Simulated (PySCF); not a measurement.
methyl formate cation (C2H4O2), SMILES COC=O (connectivity only; charge and spin as stated), charge +1, multiplicity 2. Atoms are numbered in the order given.

```xyz
8

C     -0.3851    -1.4571     0.0000
O      0.6958    -0.4231     0.0000
C      0.4562     0.8142     0.0000
O     -0.6900     1.3443     0.0000
H     -0.9754    -1.3224    -0.9150
H      0.1687    -2.3993     0.0000
H     -0.9754    -1.3224     0.9150
H      1.3089     1.5317     0.0000
```
Charge +1, spin multiplicity 2.

Coordinates come from a TPSSh-D3(BJ)/def2-SVP optimisation. The spin state was assumed, not searched. One conformer was computed; it need not be the lowest.

These are PBE0/pcH-1 run with PySCF values and carry that method's errors.

Unrestricted Kohn–Sham, ⟨S²⟩ = 0.755. Hyperfine tensors hold the contact and dipolar terms, without spin-orbit corrections.

**Question.** Estimate the hyperfine couplings. (An estimate is asked for; the answer gives what the named calculation found.)

**Answer.** 
```tsv
nucleus	A(iso) (MHz)	A(iso) (G)	dipolar principal values (MHz)
13C no. 1	1.2	0.4	-1.3, -0.4, 1.6
17O no. 2	-4.8	-1.7	-23.7, 8.3, 15.4
13C no. 3	-45.5	-16.2	-11.4, -1.8, 13.2
17O no. 4	-47.2	-16.8	-280.3, 131.6, 148.7
1H no. 5	-0.3	-0.1	-3.7, -3.1, 6.8
1H no. 6	-0.8	-0.3	-1.9, -1.1, 3.0
1H no. 7	-0.3	-0.1	-3.7, -3.1, 6.8
1H no. 8	173.6	61.9	-9.9, -2.5, 12.5
```

**Question.** And the g tensor (effective nuclear charges for spin-orbit coupling, GIAO)? (Estimate from the structure and the level; the computed values follow.)

**Answer.** principal values 2.0025, 2.0094, 2.0143; isotropic 2.0087.
